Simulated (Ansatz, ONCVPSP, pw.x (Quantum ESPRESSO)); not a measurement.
# Mg: does the ONCV potential hold in the solid?

magnesium (Mg), optimised norm-conserving Vanderbilt (ONCV), made with ONCVPSP 4.0.1.1 (patched build) (PBEsol, scalar-relativistic). Core [Ne], reference 3s2. Waves: 3s: rc 1.95 bohr, ncon 4, nbas 8, qcut 3.6 1/bohr, 2 projectors, debl 1.5 Ha; p scattering state at 0.35 Ha: rc 1.60 bohr, ncon 3, nbas 6, qcut 4.4 1/bohr, 1 projector; d scattering state at 0.46 Ha: rc 1.85 bohr, ncon 4, nbas 8, qcut 5.7 1/bohr, 1 projector. Local part: polynomial inside 1.50 bohr (lpopt 5, dvloc0 0 Ha). Core correction: Teter function, fcfact 5.5, rcfact 1.3.

Atomic tests: cutoffs needed: 3.8 Ha and 5.3 Ha (the cutoffs (Ha) at which the residual kinetic energy of the hardest occupied pseudo-wave falls to 1 and 0.1 mHa per electron) The cutoffs count occupied waves only; projector 2 of the s channel, the hardest unoccupied one, needs 50 Ha at the loose tolerance.; ghost test: no bound ghost flagged; GHOST(+) flagged for s at 82.6 eV; largest excitation error: +35 meV (all-electron minus pseudo) for 3s0 3p2, out of 4 test configurations.

Crystal test: diamond Mg in pw.x 7.5, no spin, 8³ k-points, Fermi–Dirac smearing 0.01 Ry, cutoffs 50/200 Ry. The reference is all-electron LAPW (Ansatz 0.2.0) with the same functional, mesh and smearing; V0 and B0 come from Birch–Murnaghan fits to the pressures at five volumes. Errors are pseudo minus all-electron; Δ is the rms difference of the E(V) curves that follow from these fits, minima aligned, over ±6 % about the mean V0. Mesh and smearing are coarse, so the numbers serve the comparison and aren't converged zero-temperature values; the lattice is a test structure that the element need not adopt.

All-electron: a0 = 6.780 Å (V0 = 38.96 Å³/atom), B0 = 11.9 GPa.

**Question.** How far does the potential miss the all-electron equation of state?

**Answer.** mean pressure error (GPa): -0.32; a0 (Å): 6.720; a0 error (%): -0.88; B0 error (%): +7.2; Δ (meV/atom): 2.7. This is a poor potential for the solid.

```csv
V (Å³/atom),P all-electron (GPa),P pseudo (GPa)
37.049,0.66,0.32
38.024,0.30,-0.03
38.999,-0.01,-0.33
39.974,-0.29,-0.60
40.949,-0.54,-0.84
```

**Question.** At the middle volume, how do free energy and pressure move when the wave cutoff is lowered (ecutrho kept at four times it)?

**Answer.**

```csv
cutoff (Ry),shift of F (meV/atom),shift of P (GPa)
22,+9.3,+0.00
30,+6.3,+0.05
40,+3.9,-0.01
```

The run at the middle volume (29 k-points, 8 iterations) took about 29 s on one core of a shared host (Neoverse-N1, 64 threads, 124 GiB, load 61).
